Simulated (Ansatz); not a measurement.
How far each method lies from full CI for H$_{2}$B–Al, triplet

Geometry: a point of a stretch scan, not a stationary point.

```
atom   x (Å)    y (Å)    z (Å)
   B  0.0000   0.0049   1.3713
  Al  0.0000   0.0049  -0.6870
   H  0.0000   0.8876   1.7948
   H  0.0000  -1.0727   1.8883
```

Basis 6-31G; Ansatz 0.2.0. Correlated methods freeze the noble-gas cores, which leaves 8 electrons in 20 orbitals. Prefix R: restricted or restricted open-shell reference; prefix U: unrestricted. Active spaces: valence = (8e, 10o) chosen from the atoms' valence shells; pair = (4e, 4o) about the gap.

Full CI is exact within this basis and frozen core; it isn't the basis-set limit. The frozen core follows each run's orbitals, which can shift R against U totals by a few meV.

For open shells CISD is restricted-active-space CI with the open shells as a complete middle space.

The UHF ⟨S²⟩ is 2.014. The T1 diagnostic (RCCSD) is 0.0528, the largest doubles amplitude (RCCSD) is 0.120 and the T1 diagnostic (UCCSD) is 0.0338.

```tsv
level	E − E(RHF) (eV)
UHF	-0.0696
RMP2	-2.0061
UMP2	-2.0480
RCCSD	-2.7132
UCCSD	-2.7221
RCCSD(T)	-2.7943
UCCSD(T)	-2.7979
```

(1) Estimate how far full CI in 6-31G lies from RCCSD(T). The table doesn't fix it; the size of (T) and the diagnostics are the guide.

(1) Full CI in 6-31G lies 3.0 kJ/mol below RCCSD(T), which is 39 % of the (T) step (-7.8 kJ/mol). T1 is raised, a doubles amplitude is large, and the rest is a large part of (T).

The other levels:

```
                   level  E − E(full CI) (kJ/mol)  share of correlation (%)  wall time
                    CISD                     24.4                     91.05     0.54 s
                 BCCD(T)                      2.6                     99.06     0.93 s
                  RCCSDT                      0.5                     99.80          –
                  UCCSDT                      0.5                     99.83          –
               RCCSDT(Q)                      0.1                     99.96      3.3 s
               UCCSDT(Q)                      0.1                     99.97      3.2 s
     CASSCF (pair space)                    236.3                     13.35          –
     MRCISD (pair space)                     23.5                     91.36          –
   MRCISD+Q (pair space)                      3.4                     98.76      1.4 s
  CASSCF (valence space)                     85.5                     68.63          –
  NEVPT2 (valence space)                     25.0                     90.83      3.6 s
  MRCISD (valence space)                      3.5                     98.73          –
MRCISD+Q (valence space)                      1.5                     99.44        6 s
```

The correlation energy at full CI, counted from RHF, is -2.826 eV. That run took 62 s on 1 thread of Arm Neoverse V1, shared host over 11,708,928 determinants.

Times hold each run's SCF and search for its determinant on a shared host, so for small cases they say little of a method's own cost; they ran on 1 thread of Arm Neoverse V1.

The full-CI state has the irrep A'' of Cs, in the program's axes.

Natural occupations of full CI about the gap: 1.975 1.966 1.916 1.003 0.972 0.043 0.032 0.026 0.021 0.012; effectively unpaired electrons, Σ n²(2−n)², 2.05.
